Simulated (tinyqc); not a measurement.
Inside a calculation. Method: ROHF in the sto-6g basis, for LiH, spin multiplicity 3. One step of it, computed by the program tinyqc.

Problem. Iteration 1: Roothaan effective Fock matrix. With projectors Pc = D(beta) S, Po = (D(alpha) - D(beta)) S, Pv = 1 - D(alpha) S, the block xy is Px^T F Py; with Fc = (F(alpha) + F(beta))/2, the blocks are Fc for cc, oo, vv and cv, F(beta) for co and F(alpha) for ov.

F(alpha) (hartree), lower triangle:
```
            1Li 1s     1Li 2s   1Li 2px   1Li 2py    1Li 2pz      2H 1s
1Li 1s   -2.235362
1Li 2s   -0.583532  -0.295891
1Li 2px   0.000000   0.000000  0.198208
1Li 2py   0.000000   0.000000  0.000000  0.198208
1Li 2pz  -0.004224  -0.052693  0.000000  0.000000  -0.054204
2H 1s    -0.014539  -0.115300  0.000000  0.000000  -0.207381  -0.350774
```

F(beta) (hartree), lower triangle:
```
            1Li 1s     1Li 2s   1Li 2px   1Li 2py    1Li 2pz      2H 1s
1Li 1s   -2.211884
1Li 2s   -0.562101   0.027854
1Li 2px   0.000000   0.000000  0.273811
1Li 2py   0.000000   0.000000  0.000000  0.273811
1Li 2pz  -0.004437  -0.045273  0.000000  0.000000   0.268736
2H 1s    -0.010803  -0.051097  0.000000  0.000000  -0.071998  -0.143904
```

D(alpha) at the start, lower triangle:
```
            1Li 1s     1Li 2s   1Li 2px   1Li 2py   1Li 2pz     2H 1s
1Li 1s    1.059638
1Li 2s   -0.253170   1.074463
1Li 2px   0.000000   0.000000  0.000000
1Li 2py   0.000000   0.000000  0.000000  0.000000
1Li 2pz   0.002754  -0.022016  0.000000  0.000000  0.713911
2H 1s     0.017283  -0.068936  0.000000  0.000000  0.320436  0.147078
```

D(beta) at the start, lower triangle:
```
            1Li 1s     1Li 2s   1Li 2px   1Li 2py   1Li 2pz     2H 1s
1Li 1s    1.014909
1Li 2s   -0.034074   0.001144
1Li 2px   0.000000   0.000000  0.000000
1Li 2py   0.000000   0.000000  0.000000  0.000000
1Li 2pz   0.000118  -0.000004  0.000000  0.000000  0.000000
2H 1s     0.004069  -0.000137  0.000000  0.000000  0.000000  0.000016
```

overlap S, lower triangle:
```
           1Li 1s    1Li 2s   1Li 2px   1Li 2py   1Li 2pz     2H 1s
1Li 1s   1.000000
1Li 2s   0.235742  1.000000
1Li 2px  0.000000  0.000000  1.000000
1Li 2py  0.000000  0.000000  0.000000  1.000000
1Li 2pz  0.000000  0.000000  0.000000  0.000000  1.000000
2H 1s    0.004425  0.148003  0.000000  0.000000  0.225517  1.000000
```

Give: effective F.

Solution.

effective F (hartree), lower triangle:
```
          1Li 1s   1Li 2s  1Li 2px  1Li 2py  1Li 2pz    2H 1s
1Li 1s   -2.2234
1Li 2s   -0.5697  -0.1336
1Li 2px   0.0000   0.0000   0.2360
1Li 2py   0.0000   0.0000   0.0000   0.2360
1Li 2pz  -0.0039  -0.0454   0.0000   0.0000   0.1048
2H 1s    -0.0124  -0.0905   0.0000   0.0000  -0.1374  -0.2456
```
